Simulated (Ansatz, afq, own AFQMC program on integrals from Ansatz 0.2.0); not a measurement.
# PtN₂, triplet → PtN2⁺, quartet

```xyz
3

Pt    0.0000    0.0180    1.7500
N     0.0000   -0.1211   -0.3381
N     0.0000    0.1031   -1.4119
```

Connectivity, by distances: Pt–N–N.

E(quartet, charge +1) − E(triplet, charge +0) at this geometry, on UHF and UHF determinants.

Basis def2-SVP with its core potentials. Only valence electrons are correlated. Ansatz 0.2.0 and our own AFQMC program on the same integrals; the CISD trial comes from CCSD amplitudes, and released means the phaseless constraint is let go. Error bars are statistical, one sigma. No spin–orbit coupling. The metal's outer-core s and p shells are frozen, which shifts wave-function levels against functionals. The errors of all members are added in quadrature.

No full CI on the walks' own integrals is used here; CCSDT(Q) serves as the reference and is uncertain by about the last step of the cluster series. Each member takes its own surest rung, up to full CI.

Errors are counted within def2-SVP, not against nature.

Cautions: no spin-orbit coupling; outer-core shells of the metal frozen; PtN₂ (triplet): another spin lies lower, the released energies get too noisy after the second time (errors over twice the walk's own, or jumping), so no released level is given (meV from the phaseless value at times in 1/Eh: -3 ± 6 at 0.24, -10 ± 7 at 0.60, -42 ± 20 at 1.20, -44 ± 13 at 1.80, -27 ± 27 at 2.60), its ph-AFQMC/CISD value lies 30 ± 6 meV above CCSDT(Q); PtN₂⁺ (quartet): lower spins were not checked, higher spins were not checked, released walk and highest rung disagree (by 18 meV at 1.20 1/Eh, later times being noisier), its ph-AFQMC/CISD value lies 42 ± 6 meV above CCSDT(Q); this needn't be the first ionization.

Reference (CCSDT(Q)): 207.4 kcal/mol.

```json
{"level": "HF", "vertical ionization energy (kcal/mol)": "175.6", "error against CCSDT(Q) (kcal/mol)": "-31.8"}
{"level": "MP2", "vertical ionization energy (kcal/mol)": "211.1", "error against CCSDT(Q) (kcal/mol)": "3.7"}
{"level": "CCSD", "vertical ionization energy (kcal/mol)": "205.2", "error against CCSDT(Q) (kcal/mol)": "-2.2"}
{"level": "CCSD(T)", "vertical ionization energy (kcal/mol)": "207.4", "error against CCSDT(Q) (kcal/mol)": "0.0"}
{"level": "CCSDT", "vertical ionization energy (kcal/mol)": "207.3", "error against CCSDT(Q) (kcal/mol)": "-0.1"}
{"level": "ph-AFQMC/CISD", "vertical ionization energy (kcal/mol)": "207.7 ± 0.2", "error against CCSDT(Q) (kcal/mol)": "0.3 ± 0.2"}
```

Correlation beyond CCSD(T) changes it by less than 2 meV. The perturbative (T) step is worth +2.2 kcal/mol.

A walk keeps the symmetry of its determinant, which the program's search chose and which needn't be the lowest solution, so a lower state of the same spin and another symmetry isn't excluded.
